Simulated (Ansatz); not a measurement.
One change: `CCSCN` becomes `CCSCS`.

Ansatz, PBE0-D4/def2-TZVP geometries, multiplicity 1. Each molecule was computed in one conformer, which needn't be the lowest.

```
                             property  `CCSCN`
    HOMO energy (PBE/def2-TZVPP) / eV    -5.09
    LUMO energy (PBE/def2-TZVPP) / eV     0.13
  HOMO–LUMO gap (PBE/def2-TZVPP) / eV     5.23
HOMO–LUMO gap (B3LYP/def2-TZVPP) / eV     6.70
   LUMO energy (PBE0/def2-TZVPP) / eV     0.96
  LUMO energy (B3LYP/def2-TZVPP) / eV     0.62
```

**Question.** Give the same properties after the change, and the shifts. (An estimate is asked.)

**Answer.** The calculation gave: 
| property | `CCSCS` | shift |
| --- | --- | --- |
| HOMO energy (PBE/def2-TZVPP) / eV | -5.26 | -0.17 |
| LUMO energy (PBE/def2-TZVPP) / eV | -0.68 | -0.81 |
| HOMO–LUMO gap (PBE/def2-TZVPP) / eV | 4.58 | -0.65 |
| HOMO–LUMO gap (B3LYP/def2-TZVPP) / eV | 6.27 | -0.43 |
| LUMO energy (PBE0/def2-TZVPP) / eV | 0.28 | -0.68 |
| LUMO energy (B3LYP/def2-TZVPP) / eV | 0.00 | -0.62 |

With PBE0 the HOMO falls by 0.19 eV and the LUMO falls by 0.68 eV, so the gap narrows by about 0.49 eV. PBE moves the HOMO by -0.17 eV and ωB97M-V by -0.18 eV.

B3LYP here is the variant with VWN-RPA as its local correlation; programs differ in this.
